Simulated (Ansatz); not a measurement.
CH2AlN (SMILES N#[C][AlH2]): methods side by side

CH2AlN: 5 atoms, total charge 0, spin state singlet. As SMILES, `N#[C][AlH2]`. The shape is that of a PBE0-D4/def2-TZVP optimisation.

```csv
atom,x (Å),y (Å),z (Å)
N,1.3823,-1.3460,1.3942
C,0.7142,-0.6980,0.7118
Al,-0.4072,0.3900,-0.4346
H,-1.6297,-0.3229,-1.1202
H,-0.0097,1.9032,-0.5926
```

Each level gives the energy change with the C2–Al3 bond stretched from 1.938 to 2.907 Å (eV). The values are calculated.

```tsv
level	kind	program	value (eV)	less FCI/STO-3G
SVWN5/STO-3G (restricted)	LDA	Ansatz	3.71	-0.41
B3LYP/STO-3G (restricted)	global hybrid	Ansatz	3.74	-0.38
BHLYP/STO-3G (restricted)	global hybrid	Ansatz	4.16	+0.04
wB97X/STO-3G (restricted)	range-separated hybrid	Ansatz	4.12	0.00
RPA@PBE/STO-3G (restricted)	RPA	Ansatz	3.77	-0.35
MP2/STO-3G (restricted)	perturbation theory	Ansatz	4.36	+0.24
BCCD(T)/STO-3G (restricted)	coupled cluster or CI	Ansatz	4.13	+0.01
CCSDT(Q)/STO-3G (restricted)	coupled cluster or CI	Ansatz	4.12	0.00
FCI/STO-3G	exact in the basis	Ansatz	4.12	0.00
```

FCI/STO-3G is exact within its basis and frozen core, so for wave-function methods in that basis the difference is their error; functionals converge differently with the basis, so for them it is only a difference. The first shape isn't each level's own minimum. The values span 3.71 to 4.36 eV. All rows use very small basis sets, so none should be taken for the real molecule's value.
